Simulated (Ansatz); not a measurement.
# CH₂Al+ (triplet): the correlation ladder, def2-QZVPP

One table from this session's results is given with a row withheld; the runs are named, their logs left out.

The runs use Ansatz 0.2.0, Gaussian basis; def2-QZVPP, core rule «outside noble gas», up to 6 orbitals frozen.

The runs, in order: UHF; ROHF; CCSD(T) on UHF.

2 further runs of the same task are left out: 2 set aside as unsound or not needed.

## The geometry

The geometry is a PBE0/def2-TZVP stationary point (not a proven minimum) of the parent state, kept for this charge and spin.

4 atoms, charge 1, spin multiplicity 3.

Atoms are counted from 1 here; the program's logs count them from 0.

Bond lengths: Al1–C2 1.836 Å, Al1–H3 1.585 Å, C2–H4 1.088 Å. Angles: C2–Al1–H3 133.0°, Al1–C2–H4 142.5°.

Set-up of the first run:

in.yaml

```yaml
crystal:
  periodic: [false, false, false]
  atoms:
    - {symbol: Al, position_ang: [0.000000, -0.107766, 0.567543]}
    - {symbol: C, position_ang: [0.000000, 0.196499, -1.243154]}
    - {symbol: H, position_ang: [0.000000, 0.856616, 1.824835]}
    - {symbol: H, position_ang: [0.000000, -0.313339, -2.203862]}
basis:
  gaussian: {orbitals: "def2-QZVPP.json"}
total_charge: 1
magnetization: {spin_polarized: true, initial_magnetization: 2}
hamiltonian: {xc: hf}
output: {orbitals: {seedname: orbitals}}
```

Started as:

```
$ ansatz run in.yaml --threads 1 --pin off --events-out ev --progress --plain --max-ram 2393MiB
```

Among the steps run: UHF; ROHF; CCSD(T) on UHF.

One table of the session follows, with a row left open; its other results are not shown here.

It belongs to the step «Misses and costs». 

```
  method  from UCCSD(T) (meV)
    ROHF                    ?
     UHF              +5446.9
    UMP2               +872.7
   UCCSD               +172.2
UCCSD(T)                    0
```

**Question.** Estimate the row for ROHF.

The run gave: from UCCSD(T) (meV): +5608.0. In the column «from UCCSD(T) (meV)» it is the highest.
